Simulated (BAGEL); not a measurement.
**C3HOP (SMILES C#CP=C=O): B3LYP/def2-SVPD (density fitting with qzvpp-jkfit)**

Aim: the energy change on altering one bond length of C3HOP at B3LYP/def2-SVPD (density fitting with qzvpp-jkfit), from 2 runs. 

The results are computed with BAGEL 1.2.2.

21 further runs of the same task are left out: 21 set aside as unsound or not needed.

## (1) Starting point

The species is C3HOP (6 atoms), meant as a singlet with charge 0. SMILES: `C#CP=C=O`. The shape is that of a GFN2-xTB optimisation.

Bond lengths: C1–C2 1.203 Å, C2–P3 1.766 Å, P3–C4 1.651 Å, C4–O5 1.160 Å, C1–H6 1.050 Å. Angles: C1–C2–P3 173.9°, C2–P3–C4 86.9°, P3–C4–O5 179.8°, C2–C1–H6 178.4°.

## (2) A single-point energy at B3LYP/def2-SVPD (density fitting with qzvpp-jkfit)

job.json reads:

```json
{ "bagel" : [

{
  "title" : "molecule",
  "basis" : "def2-svpd.json",
  "df_basis" : "qzvpp-jkfit",
  "angstrom" : true,
  "geometry" : [
    { "atom" : "C", "xyz" : [       1.431860,       0.801030,       0.347270 ] },
    { "atom" : "C", "xyz" : [       0.298480,       0.434740,       0.515240 ] },
    { "atom" : "P", "xyz" : [      -1.363710,      -0.002260,       0.921630 ] },
    { "atom" : "C", "xyz" : [      -1.385090,      -0.865230,      -0.485860 ] },
    { "atom" : "O", "xyz" : [      -1.404480,      -1.472270,      -1.473890 ] },
    { "atom" : "H", "xyz" : [       2.422940,       1.103990,       0.175620 ] }
  ]
},

{
  "title" : "ks",
  "xc_func" : "b3lyp"
},

{
  "title" : "print",
  "file" : "orbitals.molden",
  "orbitals" : true
}

]}
```

The basis set def2-SVPD is read from a file made from the Basis Set Exchange's data (not shown).

Command:

```bash
$ BAGEL_NUM_THREADS=1 BAGEL job.json > job.out
```

What it wrote:

```text
* using 1 threads per process

  ===============================================================
  ===============================================================

  *** Geometry ***

  { "atom" : "C", "xyz" : [      2.705823,      1.513727,      0.656245 ] },
  { "atom" : "C", "xyz" : [      0.564045,      0.821540,      0.973662 ] },
  { "atom" : "P", "xyz" : [     -2.577038,     -0.004271,      1.741628 ] },
  { "atom" : "C", "xyz" : [     -2.617441,     -1.635048,     -0.918142 ] },
  { "atom" : "O", "xyz" : [     -2.654083,     -2.782187,     -2.785248 ] },
  { "atom" : "H", "xyz" : [      4.578693,      2.086239,      0.331874 ] },

  Number of auxiliary basis functions:      448

  Since a DF basis is specified, we compute 2- and 3-index integrals:
    o Being stored without compression. Storage requirement is 0.047 GB

  Number of basis functions:      115
  Number of electrons      :       42

    * METHOD: MOLECULE                             0.40

  *** Kohn-Sham DFT ***

    * Removing 10079 points whose weight is below 1.00e-10
    * Grid points: 79357

  === Nuclear Repulsion ===
   168.0429462861

       - DIIS with orbital gradients will be used.

  === KS iteration (b3lyp / def2-svpd.json) ===
      0       -491.62643404          0.09977809           0.54
      1       -443.72784761          0.17377883           0.53
      2       -417.33178703          0.18906808           0.50
      3       -490.08560738          0.15485460           0.56
      4       -503.93970533          0.13959010           0.51
      5       -523.52156593          0.07946233           0.50
      6       -530.47130232          0.03421974           0.49
      7       -530.74204805          0.02634617           0.49
      8       -531.12079276          0.00921296           0.57
      9       -531.16776713          0.00203222           0.67
     10       -531.16963397          0.00119101           0.48
     11       -531.17038431          0.00024356           0.48
     12       -531.17040866          0.00011844           0.51
     13       -531.17041848          0.00001946           0.50
     14       -531.17041845          0.00002025           0.48
     15       -531.17041875          0.00000162           0.48
     16       -531.17041875          0.00000102           0.49
     17       -531.17041875          0.00000074           0.52
     18       -531.17041875          0.00000011           0.53
     19       -531.17041875          0.00000007           0.65
     20       -531.17041875          0.00000004           0.48
     21       -531.17041875          0.00000003           0.63
     22       -531.17041875          0.00000000           0.53
    * SCF iteration converged.

    * Permanent dipole moment:
           (   -0.138115,    -0.164588,    -0.177803) a.u.

    * METHOD: KS                                  12.85

    * METHOD: PRINT                                0.02

  ===============================================================
```

It took 14 s on 1 thread of Intel Xeon Platinum 8259CL at 2.50GHz (Skylake/Cascade Lake), shared host; peak memory 0.43 GiB.

## (3) The distorted shape at the same level

input.json reads:

```json
{ "bagel" : [

{
  "title" : "molecule",
  "basis" : "def2-svpd.json",
  "df_basis" : "qzvpp-jkfit",
  "angstrom" : true,
  "geometry" : [
    { "atom" : "C", "xyz" : [    1.437677,    0.983138,    0.643673 ] },
    { "atom" : "C", "xyz" : [    0.304297,    0.616848,    0.811643 ] },
    { "atom" : "P", "xyz" : [   -1.357893,    0.179848,    1.218033 ] },
    { "atom" : "C", "xyz" : [   -1.379273,   -0.683122,   -0.189457 ] },
    { "atom" : "O", "xyz" : [   -1.404480,   -1.472270,   -1.473890 ] },
    { "atom" : "H", "xyz" : [    2.428757,    1.286098,    0.472023 ] }
  ]
},
{
  "title" : "ks",
  "xc_func" : "b3lyp"
},
{
  "title" : "print",
  "file" : "orbitals.molden",
  "orbitals" : true
}

]}
```

The basis set def2-SVPD is read from a file made from the Basis Set Exchange's data (not shown).

Command:

```bash
$ BAGEL_NUM_THREADS=1 BAGEL input.json > input.out
```

What it wrote:

```text
* using 1 threads per process

  ===============================================================
  ===============================================================

  *** Geometry ***

  { "atom" : "C", "xyz" : [      2.716816,      1.857862,      1.216366 ] },
  { "atom" : "C", "xyz" : [      0.575038,      1.165674,      1.533783 ] },
  { "atom" : "P", "xyz" : [     -2.566046,      0.339863,      2.301749 ] },
  { "atom" : "C", "xyz" : [     -2.606448,     -1.290913,     -0.358022 ] },
  { "atom" : "O", "xyz" : [     -2.654083,     -2.782187,     -2.785248 ] },
  { "atom" : "H", "xyz" : [      4.589686,      2.430373,      0.891994 ] },

  Number of auxiliary basis functions:      448

  Since a DF basis is specified, we compute 2- and 3-index integrals:
    o Being stored without compression. Storage requirement is 0.047 GB

  Number of basis functions:      115
  Number of electrons      :       42

    * METHOD: MOLECULE                             0.38

  *** Kohn-Sham DFT ***

    * Removing 9704 points whose weight is below 1.00e-10
    * Grid points: 79732

  === Nuclear Repulsion ===
   159.4496601687

       - DIIS with orbital gradients will be used.

  === KS iteration (b3lyp / def2-svpd.json) ===
      0       -502.81657645          0.09774263           0.58
      1       -494.57290541          0.12711248           0.55
      2       -480.28468475          0.14030575           0.52
      3       -517.29790902          0.09409145           0.59
      4       -515.75588974          0.09591113           0.81
      5       -524.57321582          0.07310305           0.64
      6       -530.48179362          0.02955497           0.48
      7       -530.45663531          0.02946229           0.49
      8       -530.09508057          0.04193328           0.57
      9       -530.95052822          0.01271403           0.48
     10       -531.00073389          0.00939200           0.51
     11       -531.05600254          0.00158861           0.52
     12       -531.05710983          0.00065834           0.52
     13       -531.05735164          0.00026374           0.56
     14       -531.05739803          0.00005443           0.60
     15       -531.05739399          0.00009623           0.50
     16       -531.05739868          0.00004513           0.51
     17       -531.05739992          0.00001182           0.49
     18       -531.05739994          0.00001060           0.48
     19       -531.05740001          0.00000343           0.48
     20       -531.05740002          0.00000124           0.49
     21       -531.05740001          0.00000166           0.49
     22       -531.05740002          0.00000031           0.48
     23       -531.05740002          0.00000050           0.48
     24       -531.05740002          0.00000007           0.48
     25       -531.05740002          0.00000004           0.55
     26       -531.05740002          0.00000001           0.48
    * SCF iteration converged.

    * Permanent dipole moment:
           (   -0.428173,    -0.789492,    -1.010971) a.u.

    * METHOD: KS                                  14.99

    * METHOD: PRINT                                0.02

  ===============================================================
```

Wall time 16 s (1 thread of Intel Xeon Platinum 8259CL at 2.50GHz (Skylake/Cascade Lake), shared host); peak memory 0.43 GiB.

## (4) Results

Level: B3LYP/def2-SVPD (density fitting with qzvpp-jkfit).

| quantity | value |
| --- | --- |
| first shape: total energy | -531.17042 Eh |
| first shape: dipole moment | 0.71 D |
| first shape: HOMO energy | -6.59 eV |
| first shape: LUMO energy | -2.30 eV |
| first shape: HOMO–LUMO gap | 4.29 eV |
| distorted shape: total energy | -531.05740 Eh |
| distorted shape: dipole moment | 3.44 D |
| distorted shape: HOMO energy | -7.30 eV |
| distorted shape: LUMO energy | -3.74 eV |
| distorted shape: HOMO–LUMO gap | 3.56 eV |
| energy change with the C4–O5 bond stretched from 1.160 to 1.508 Å | 3.075 eV |

In words: With the C4–O5 bond stretched from 1.160 to 1.508 Å the energy rises by 3.08 eV (71 kcal/mol). The first shape isn't relaxed at this level, so the change isn't measured from a minimum.
